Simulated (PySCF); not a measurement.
**Gas-phase thermal properties of SH**

Energies from PySCF (xtb for GFN2), thermal terms from the rigid-rotor harmonic-oscillator model, ideal gas at 1 bar. The comparison is the NASA 1993 polynomial table, which mixes measured and estimated data. 6-31G* has spherical d functions here. Open shells (unrestricted): SH (multiplicity 2, electronic degeneracy 4). GFN2 has no spin-polarisation term. Spin-orbit splitting is ignored; it lowers the true energy and changes the entropy of SH. B3LYP is the form with VWN-RPA correlation. The harmonic model lacks anharmonicity and excited electronic states, which grow with temperature; levels with a mode under 35 cm⁻¹ are left out. The table's entry may be an old estimate for SH (not checked at source).

```
level           point group  σ  ZPE (kJ/mol)  S°298 (J/mol/K)  Cp298 (J/mol/K)  S°1000 (J/mol/K)  H1000 − H298 (kJ/mol)
--------------  -----------  -  ------------  ---------------  ---------------  ----------------  ---------------------
table                     -  -             -            195.6             32.5             234.0                   22.3
B3LYP/6-31G*            C∞v  1          15.9            198.1             29.1             234.2                   21.1
GFN2-xTB                C∞v  1          14.7            197.8             29.1             234.1                   21.3
HF/6-31G*               C∞v  1          17.3            197.7             29.1             233.6                   21.0
PBE/def2-SVP            C∞v  1          15.6            198.2             29.1             234.3                   21.2
PBE0/def2-TZVP          C∞v  1          16.2            197.9             29.1             234.0                   21.1
```
σ: rotational symmetry number. Electronic degeneracy used: 4. Frequencies are unscaled.
